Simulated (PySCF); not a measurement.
System (SMILES): FCl (F-Cl).
Geometry (B3LYP-D3(BJ)/def2-TZVP, fixed):
```
F
Cl 1 1.6409
```

Basis-set convergence of the mean static polarisability at PBE with PySCF. All functions are spherical. Density fitting with generated auxiliary sets. No added dispersion term, no relativity. Reference: the value in aug-cc-pV(5+d)Z, 19.27 bohr³, itself unsure by roughly 0.5 % (its mean distance from aug-pcseg-3, aug-cc-pV(Q+d)Z, aug-pcseg-2). Deviations are taken from unrounded values. Cost is core time over that of Sadlej pVTZ, rough, on shared machines of one kind; a dash marks a row that isn't timed (too short, read off another run, short of memory, by another algorithm or on other hardware).

```tsv
basis	functions	mean static polarisability (bohr³)	minus reference (%)	cost
STO-3G	14	3.54	-81.6	-
3-21G	22	6.99	-63.7	-
6-31G	22	7.91	-58.9	-
6-31G**	32	10.24	-46.8	-
cc-pV(D+d)Z	37	9.66	-49.9	-
6-311G**	44	9.36	-51.4	-
Sadlej pVTZ	56	19.15	-0.6	1×
cc-pV(T+d)Z	69	13.08	-32.1	1×
cc-pV(Q+d)Z	119	15.69	-18.6	3×
cc-pV(5+d)Z	191	16.73	-13.2	10×
```

Of the sets listed that have larger relatives (same family, alike in diffuse functions), none stays within 5 % of the reference together with them. Inside, with no larger relative to test it: Sadlej pVTZ.
